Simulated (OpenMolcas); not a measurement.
**PH2 (SMILES [PH2]) at 3 levels**

Aim: a comparison of 3 runs (ROHF/pcseg-0, UPBE/pcseg-0, ROMP2/pcseg-0) of PH2. 

Program for the calculation: OpenMolcas 26.06.

## 1. The structure to begin with

PH2 has 3 atoms, charge 0, and is taken as a doublet. As SMILES, `[PH2]`. The P1–H3 distance was set to 2.136 Å, away from the relaxed value. At this shape a bond of the SMILES string is far longer than usual.

Bond lengths: P1–H2 1.424 Å. A long bond or contact: P1–H3 2.136 Å.

## 2. The energy at ROHF/pcseg-0 (run 1)

File step1.inp:

```
&GATEWAY
 BasLib = $CurrDir
 BasisSet
 P.pcseg-0....
 P1 1.108791 -0.092991 0.604807 angstrom
 End of Basis
 BasisSet
 H.pcseg-0....
 H2 0.697701 1.267869 0.523347 angstrom
 H3 -0.640370 -0.742120 -0.434970 angstrom
 End of Basis

&SEWARD

&SCF
 UHF
 Spin = 2
 PrOrbitals = 1 1

&RASSCF
 FileOrb = $Project.UnaOrb
 Spin = 2
 Nactel = 1 0 0
 Inactive = 8
 Ras2 = 1
 OutOrbitals = Canonical
 OrbListing = Nothing
```

The basis set pcseg-0 is read from a file made from the Basis Set Exchange's data (not shown).

Command:

```console
$ export MOLCAS_MEM=1860
$ pymolcas step1.inp > step1.log
```

What it wrote:

```text
--- Start Module: gateway ---
[...]
--- Stop Module: gateway /rc=_RC_ALL_IS_WELL_ ---
[...]
      Basis functions           17
[...]
--- Start Module: scf ---
[...]
       Convergence after  20 Iterations
[...]
::    Total SCF energy                               -341.3371177369
[...]
      Total spin, S                                     0.5201200276
[...]
--- Stop Module: scf /rc=_RC_ALL_IS_WELL_ ---
--- Start Module: rasscf ---
[...]
      Number of active orbitals                  1
[...]
      Spin quantum number                      0.5
[...]
      Active orbitals                            1
[...]
      Number of CSFs                             1
[...]
      Number of root(s) required                 1
[...]
      Convergence after  7 iterations
[...]
      printout of CI-coefficients larger than  0.05 for root  1
      energy=    -341.337272
      conf/sym  1     Coeff  Weight
             1  u   1.00000 1.00000
      Natural orbitals and occupation numbers for root  1
      sym 1:   1.000000
      ************************************************************************************************************************
      *                                                    Final results                                                     *
[...]
::    RASSCF root number  1 Total energy:   -341.33727170
[...]
      Total electronic charge=   17.000000
      Total            charge=   -0.000000
[...]
      Dipole Moment (debye):
      Origin of the operator (angstrom)=    1.0428   -0.0712    0.5706
                   X=  1.4116E-01               Y=  1.1942E+00               Z=  2.0682E-01           Total=  1.2202E+00
      Quadrupole Moment (debye*angstrom):
[...]
--- Stop Module: rasscf /rc=_RC_ALL_IS_WELL_ ---
[...]
```

Wall time 2.5 s (1 thread of Arm Neoverse V1, shared host); peak memory 0.37 GiB.

## 3. The energy at UPBE/pcseg-0 (run 2)

File mol.inp:

```
* H2P Kohn-Sham DFT

&GATEWAY
  BasLib=$CurrDir
  BasisSet
  P.pcseg-0....
  P1 1.108791 -0.092991 0.604807 angstrom
  End of Basis
  BasisSet
  H.pcseg-0....
  H2 0.697701 1.267869 0.523347 angstrom
  H3 -0.640370 -0.742120 -0.434970 angstrom
  End of Basis

&SEWARD
  GridInput
  Grid=UltraFine
  End of Grid

&SCF
  UHF
  Spin=2
  KSDFT=PBE
  Thresholds=1e-10 1e-07 1e-07 1e-05
  PrOrbitals=1 1
```

The basis set pcseg-0 is read from a file made from the Basis Set Exchange's data (not shown).

Command:

```console
$ export MOLCAS_MEM=1860
$ pymolcas mol.inp > mol.log
```

What it wrote:

```text
--- Start Module: gateway ---
[...]
--- Stop Module: gateway /rc=_RC_ALL_IS_WELL_ ---
--- Start Module: seward ---
[...]
      Basis functions           17
--- Stop Module: seward /rc=_RC_ALL_IS_WELL_ ---
--- Start Module: scf ---
[...]
       Convergence after  15 Iterations
[...]
::    Total KS-DFT energy                            -341.8644757448
[...]
      Total spin, S                                     0.5088491932
[...]
      Total electronic charge=   17.000000
      Total            charge=   -0.000000
[...]
      Dipole Moment (debye):
      Origin of the operator (angstrom)=    1.0428   -0.0712    0.5706
                   X= -1.3175E-01               Y=  1.0465E+00               Z=  3.9596E-02           Total=  1.0555E+00
      Quadrupole Moment (debye*angstrom):
[...]
--- Stop Module: scf /rc=_RC_ALL_IS_WELL_ ---
[...]
```

Run time: 4.8 s. Hardware: 1 thread of Arm Neoverse V1, shared host; peak memory 0.37 GiB.

## 4. The energy at ROMP2/pcseg-0 (run 3)

File mol.input:

```
* H2P ROMP2
>>> EXPORT MOLCAS_PRINT=2
&gateway
baslib=$CurrDir
basisset
P.pcseg-0....
P1 1.108791 -0.092991 0.604807 angstrom
End of Basis
basisset
H.pcseg-0....
H2 0.697701 1.267869 0.523347 angstrom
H3 -0.640370 -0.742120 -0.434970 angstrom
End of Basis
&seward
&scf
uhf
spin=2
thresholds=1e-10 1e-07 1e-07 1e-05
prorbitals=1 1
&rasscf
fileorb=$Project.UnaOrb
spin=2
nactel=1 0 0
inactive=8
ras2=1
outorbitals=Canonical
orblisting=Nothing
&caspt2
ipea=0.0
frozen=5
```

The basis set pcseg-0 is read from a file made from the Basis Set Exchange's data (not shown).

Command:

```console
$ export MOLCAS_MEM=1860
$ pymolcas mol.input > mol.log
```

What it wrote:

```text
--- Start Module: gateway ---
[...]
--- Stop Module: gateway /rc=_RC_ALL_IS_WELL_ ---
[...]
      Basis functions           17
[...]
       Convergence after  22 Iterations
[...]
::    Total SCF energy                               -341.3371177369
[...]
      Total spin, S                                     0.5201198329
[...]
--- Start Module: rasscf ---
[...]
      Number of active orbitals                  1
[...]
      Spin quantum number                      0.5
[...]
      Active orbitals                            1
[...]
      Number of CSFs                             1
[...]
      Number of root(s) required                 1
[...]
      Convergence after  7 iterations
[...]
      printout of CI-coefficients larger than  0.05 for root  1
      energy=    -341.337272
      conf/sym  1     Coeff  Weight
             1  u   1.00000 1.00000
      Natural orbitals and occupation numbers for root  1
      sym 1:   1.000000
      ************************************************************************************************************************
      *                                                    Final results                                                     *
[...]
::    RASSCF root number  1 Total energy:   -341.33727170
[...]
      Total electronic charge=   17.000000
      Total            charge=   -0.000000
[...]
      Dipole Moment (debye):
      Origin of the operator (angstrom)=    1.0428   -0.0712    0.5706
                   X=  1.4116E-01               Y=  1.1942E+00               Z=  2.0682E-01           Total=  1.2202E+00
      Quadrupole Moment (debye*angstrom):
[...]
--- Stop Module: rasscf /rc=_RC_ALL_IS_WELL_ ---
--- Start Module: caspt2 ---
[...]
 ###    WARNING: User changed nr of frozen orbitals.                         ###
 ###############################################################################
[...]
      E2 (Variational):          -0.0606943915
      Total energy:            -341.3979660904
[...]
      Reference weight:           0.95974
[...]
::    CASPT2 Root  1     Total energy:   -341.39796609
[...]
--- Stop Module: caspt2 /rc=_RC_ALL_IS_WELL_ ---
[...]
```

Run time: 2.7 s. Hardware: 1 thread of Arm Neoverse V1, shared host; peak memory 0.37 GiB.

## 5. All runs side by side

```csv
run,level,integration grid,SCF convergence threshold,energy (Eh),dipole moment (D),wall time
1,ROHF/pcseg-0,–,–,-341.337272,1.22,2.5 s
2,UPBE/pcseg-0,UltraFine,1e-10,-341.864476,1.06,4.8 s
3,ROMP2/pcseg-0,–,1e-10,-341.397966,–,2.7 s
```

## 6. What came out

```
           quantity          value
run 3: total energy  -341.39797 Eh
```

All runs together took 10 s, the longest 4.8 s.
